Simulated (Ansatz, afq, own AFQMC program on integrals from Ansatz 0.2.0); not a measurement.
**Where AFQMC and coupled cluster stand for BGeH2, doublet**

```xyz
4

Ge    0.0000    0.0000   -0.2204
B     0.0000    0.0000    1.6648
H     0.0000    1.3134   -0.9862
H     0.0000   -1.3134   -0.9862
```

Connectivity, by distances: GeH2–B.

Basis cc-pVTZ. Noble-gas cores (and the filled d shells of Ga–Kr and In–Xe) are frozen. Ansatz 0.2.0 and our own AFQMC program on the same integrals; the CISD trial comes from CCSD amplitudes, and released means the phaseless constraint is let go. Free projection: walkers drawn from exp(T), propagated without any constraint. Its projection time is finite, and what remains of the start isn't in its error. ± is one standard error of the sampling. No spin–orbit coupling.

Determinant: ROHF, the one that the program's search chose, which needn't be the lowest solution. The geometry is a PBE0/def2-TZVP stationary point of this or a neighbouring charge and spin state.

No full CI on the walks' own integrals is used here; CCSDT(Q) serves as the reference and is uncertain by about the last step of the cluster series.

Cautions: no relativity below Rb; no spin-orbit coupling; inner d shell frozen; a spin-contaminated unrestricted determinant lies lower (UHF 372 meV lower, ⟨S²⟩ 1.23); released walk and highest rung disagree (by 16 meV at 2.40 1/Eh).

- T1 diagnostic: 0.0329
- weight of the determinant in the CISD state: 0.847
- size of the correlated space: 9 electrons in 86 orbitals

Reference: CCSDT(Q), correlation energy -6.096 eV. The released energy is read at 2.40 1/Eh (meV from the phaseless value at times in 1/Eh: -5 ± 5 at 0.24, -10 ± 5 at 0.51, -14 ± 5 at 0.99, -24 ± 4 at 1.62, -22 ± 5 at 2.40).

```json
{"level": "HF", "E − E(reference) (meV)": "6096.5", "share of correlation (%)": "0.00"}
{"level": "MP2", "E − E(reference) (meV)": "1273.5", "share of correlation (%)": "79.11"}
{"level": "CCSD", "E − E(reference) (meV)": "345.6", "share of correlation (%)": "94.33"}
{"level": "CCSD(T)", "E − E(reference) (meV)": "62.5", "share of correlation (%)": "98.97"}
{"level": "CCSDT", "E − E(reference) (meV)": "18.5", "share of correlation (%)": "99.70"}
{"level": "ph-AFQMC/HF", "E − E(reference) (meV)": "171.3 ± 31.1", "share of correlation (%)": "97.19"}
{"level": "ph-AFQMC/CISD", "E − E(reference) (meV)": "37.8 ± 5.5", "share of correlation (%)": "99.38"}
{"level": "released AFQMC", "E − E(reference) (meV)": "15.6 ± 4.9", "share of correlation (%)": "99.74"}
{"level": "free AFQMC", "E − E(reference) (meV)": "11.5 ± 11.9", "share of correlation (%)": "99.81"}
```

Free projections are given only where their last times agree within the noise and don't stop above the reference; a slow remainder of the start can still hide under it. A walk keeps the symmetry of its determinant, which the program's search chose and which needn't be the lowest solution, so a lower state of the same spin and another symmetry isn't excluded. Released energies are given only where the last usable release times agree within the noise; a slower fall can still hide under it.
